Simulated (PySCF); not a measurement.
Ionisation energies (eV) were calculated with PySCF 2.14 by PBE0, MP2 (valence), LDA, in another order, as differences of total energies without spin-orbit coupling. The measured values are between term centres (NIST).

```json
{"species": "Be (aug-cc-pVTZ with one added diffuse shell each of s, p, d, f type, non-relativistic)", "measured": "9.323", "A": "9.023", "B": "8.816", "C": "8.970"}
{"species": "Si (aug-cc-pV(T+d)Z with one added diffuse shell each of s, p, d, f type, non-relativistic)", "measured": "8.157", "A": "8.238", "B": "8.051", "C": "8.219"}
{"species": "S (aug-cc-pV(T+d)Z with one added diffuse shell each of s, p, d, f type, non-relativistic)", "measured": "10.336", "A": "10.567", "B": "10.005", "C": "10.408"}
{"species": "Cl+ (aug-cc-pV(T+d)Z with one added diffuse shell each of s, p, d, f type, non-relativistic)", "measured": "23.771", "A": "23.965", "B": "23.376", "C": "23.844"}
{"species": "Ar (aug-cc-pV(T+d)Z with one added diffuse shell each of s, p, d, f type, non-relativistic)", "measured": "15.819", "A": "15.996", "B": "15.744", "C": "15.722"}
{"species": "Ge+ (aug-cc-pVTZ-PP with one added diffuse shell each of s, d, f type with ECP10MDF, ECP)", "measured": "15.789", "A": "15.815", "B": "15.489", "C": "15.744"}
{"species": "Br+ (aug-cc-pVTZ-PP with one added diffuse shell each of s, d, f type with ECP10MDF, ECP)", "measured": "21.409", "A": "21.568", "B": "20.935", "C": "21.329"}
{"species": "Cd+ (aug-cc-pVTZ-PP with one added diffuse shell each of s, p, d, f, g type with ECP28MDF, ECP)", "measured": "16.908", "A": "17.812", "B": "16.819", "C": "17.072"}
```

Q: Which column is which method?

A: A is LDA (mean error 0.18 eV); B is MP2 (valence) (mean error -0.28 eV); C is PBE0 (mean error -0.03 eV). LDA overbinds the outer electron and comes out highest. Valence MP2 in a finite basis recovers only part of the missing correlation, so it stays below experiment on average. PBE0, with a quarter of exact exchange, lies close to experiment on average.
